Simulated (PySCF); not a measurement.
Work out the structure from these simulated measurements.

Formula: C2H2ClN3.

* Rotational structure: rotational constants A, B, C: 10.021, 2.113, 1.745 GHz [PBE0-D3(BJ)/def2-SVP]
* 13C NMR: chemical shifts (computed TMS as zero) by class: 127.1 (1 C), 125.8 (1 C) ppm [GIAO KT2/pcSseg-2]
* 1H NMR: chemical shifts (computed TMS as zero) by class: 10.52 (1 H), 7.38 (1 H) ppm [GIAO KT2/pcSseg-2]
* UV, strongest line: among the 10 lowest singlet transitions: S2 at 6.59 eV (188 nm, f = 0.190) [TDDFT wB97X-D/def2-SVPD]
* NMR, other nuclei: isotropic shieldings of nuclei other than C and H, by class: -113 (1 N), -112 (1 N), 17 (1 N), 798 (1 Cl) ppm [GIAO KT2/pcSseg-2]
* Valence photoelectron: vertical ionisation energy: 9.94 eV [ΔSCF wB97X-D/def2-SVPD]
* UV, first state: lowest singlet excitation: 5.73 eV (216 nm, f = 0.008) [TDDFT wB97X-D/def2-SVPD]
* Dipole: 3.34 D [wB97X-D/def2-SVPD]

The electronic properties come from PySCF, for the isolated species, density fitting. Levels stand in brackets. Isolated species at its PBE0-D3(BJ)/def2-SVP geometry, gas phase. NMR classes are plain means over equivalent atoms (diastereotopic ones count apart unless rotation or inversion swaps them), as if these changed places fast.

Question: Give a SMILES that accounts for the data.

Answer: Numbering: `[Cl:1][c:2]1[cH:3][n:4][n:5][nH:6]1`. Its formula, C2H2ClN3, gives 3 degrees of unsaturation: 1 ring and 2 π bonds in the structure found (Kekulé form). 2 carbons fall into 2 classes; from least to most shielded: aromatic CH next to a ring nitrogen [C3] (127.1 ppm), aromatic C–Cl carbon [C2] (125.8 ppm). Hydrogen classes from least to most shielded: 1 H on a pyrrole-type nitrogen, N6 (10.52 ppm), 1 H on an aromatic CH next to a ring nitrogen, C3 (7.38 ppm). The other shieldings belong to: -113 ppm, pyridine-type nitrogen [N5]; -112 ppm, pyridine-type nitrogen [N4]; 17 ppm, pyrrole-type nitrogen [N6]; 798 ppm, aryl chlorine [Cl1]. The first electron is taken from the HOMO, whose largest Löwdin shares are 0.23 on the aromatic C–Cl carbon, 0.22 on a pyridine-type nitrogen, 0.21 on the aromatic CH next to a ring nitrogen and 0.21 on the aryl chlorine. The optimised geometry has point group Cs and is an asymmetric top. Structure: `n1ncc([nH]1)Cl`. The assignments are read from this structure; whether some other isomer fits the data as well wasn't checked.
